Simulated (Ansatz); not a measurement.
Reaction (SMILES): FF (F2) → F2+ (doublet, bonded as FF) + e-
B3LYP-D3(BJ)/def2-TZVP geometries, fixed; electronic energies without zero-point terms.
Largest species:
```xyz
2

F      0.0000     0.0000    -0.6982
F      0.0000     0.0000     0.6982
```

Energies in hartree at PBE with Ansatz (an electronic-structure program); the adiabatic ionisation energy is their sum with the coefficients shown, times 27.2114 eV a hartree. All functions are spherical. Open shells are unrestricted. No added dispersion term, no relativity.

```tsv
species	coefficient	part	cc-pVDZ	cc-pVTZ	cc-pVQZ
FF (F2)	-1	PBE	-199.33521	-199.40895	-199.42826
F2+ (doublet, bonded as FF)	+1	PBE	-198.78416	-198.85415	-198.87208
```

**Question.** Predict the adiabatic ionisation energy in cc-pV5Z (X = 5): let each PBE step shrink by the ratio of the last two. Compare with the run.

**Answer.** 
- FF (F2): steps -0.07374 and -0.01931, ratio 0.262, so PBE -199.43332 (run: -199.43490).
- F2+ (doublet, bonded as FF): steps -0.06999 and -0.01793, ratio 0.256, so PBE -198.87667 (run: -198.87770).
Predicted 15.147 eV; the run in cc-pV5Z gives 15.162, a miss of -0.015. Keeping the value in cc-pVQZ, 15.134, would miss by -0.028. All sums are of the energies as printed.
